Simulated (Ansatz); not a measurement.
Input file:

```yaml
crystal:
  periodic: [false, false, false]
  atoms:
    - {symbol: Al, position_ang: [0.000000, 0.000000, -0.853135]}
    - {symbol: N, position_ang: [0.000000, 0.000000, -2.585729]}
    - {symbol: H, position_ang: [0.000000, 0.000000, 3.438865]}
basis:
  gaussian: {orbitals: 6-31G}
magnetization: {spin_polarized: false, initial_magnetization: 1}
correlation: {method: sc_nevpt2, electrons: outside_noble_gas, active_space: {window: {electrons: 3, orbitals: 3}}}
```

```sh
$ ansatz run in.yaml --threads 1 --pin off --events-out ev --progress --plain --max-ram 1536MiB
```

Log:

```
304 factors; integrals over basis functions are off by at most 1.1e-4 eV
mean field evaluation 1: about -8051.9057 eV, gradient 5.7e1 eV
mean field evaluation 2: about -8051.9291 eV, gradient 5.7e1 eV
mean field evaluation 4: about -8070.3321 eV, gradient 1.0e1 eV
mean field evaluation 8: about -8071.4277 eV, gradient 1.8e0 eV
mean field evaluation 16: about -8071.4559 eV, gradient 6.2e-7 eV
mean field evaluation 32: about -8071.7847 eV, gradient 2.4e-2 eV
mean field evaluation 64: about -8071.4559 eV, gradient 4.2e-4 eV
mean field evaluation 96: about -8071.7843 eV, gradient 2.2e-3 eV
mean field evaluation 128: about -8071.4515 eV, gradient 5.8e-1 eV
mean field evaluation 160: about -8071.7684 eV, gradient 2.5e-1 eV
mean field evaluation 192: about -8071.7525 eV, gradient 1.1e0 eV
mean field evaluation 224: about -8071.6658 eV, gradient 2.9e0 eV
mean field evaluation 256: about -8071.7843 eV, gradient 4.7e-3 eV
mean field evaluation 288: about -8071.7843 eV, gradient 1.6e-3 eV
mean field -8071.78477318 eV, -296.6326191622 hartree, gradient 2.3e-6 eV, S^2 0.750000; 12 other end points of the search recorded, 0 dependent functions left out
reference -8071.78430728 eV, -296.6326020406 hartree; 11, 10 occupied and 13, 14 virtual orbitals, 304 factors
state -8074.19824404 eV, -296.7213125802 hartree
state -8074.19824404 eV, -296.7213125802 hartree; corrected -8076.30095027 eV, -296.7985856089 hartree
state -8072.17990212 eV, -296.6471398829 hartree
state -8072.17990212 eV, -296.6471398829 hartree; corrected -8074.47598094 eV, -296.7315192233 hartree
state -8074.19824404 eV, -296.7213125802 hartree; corrected -8076.30095027 eV, -296.7985856089 hartree
state -8072.28393313 eV, -296.6509629520 hartree
state -8072.28393313 eV, -296.6509629520 hartree; corrected -8074.50255576 eV, -296.7324958299 hartree
state -8074.19824404 eV, -296.7213125802 hartree; corrected -8076.30095027 eV, -296.7985856089 hartree
state -8072.53950676 eV, -296.6603551096 hartree
state -8072.53950676 eV, -296.6603551096 hartree; corrected -8076.37798742 eV, -296.8014166720 hartree
state -8072.53950676 eV, -296.6603551096 hartree; corrected -8076.37798742 eV, -296.8014166720 hartree
the orbitals are reached from a further start. From the first start the search ends at -8074.19824404 eV, -296.7213125802 hartree
WARN: the results are in doubt because another end's mean lies 1.659 eV lower, and its corrected mean 0.077 eV higher
Total energy: -8076.37798742 eV, -296.8014166720 hartree
In doubt: another end's mean lies 1.659 eV lower, and its corrected mean 0.077 eV higher
```

Natural occupations: 1.6603 1.0001 0.3396.

For the same geometry and basis full CI lies 1159.5 meV lower.

Ran on 1 thread of Intel Xeon, shared host: 2.7 s wall, 0.15 GiB peak host memory.
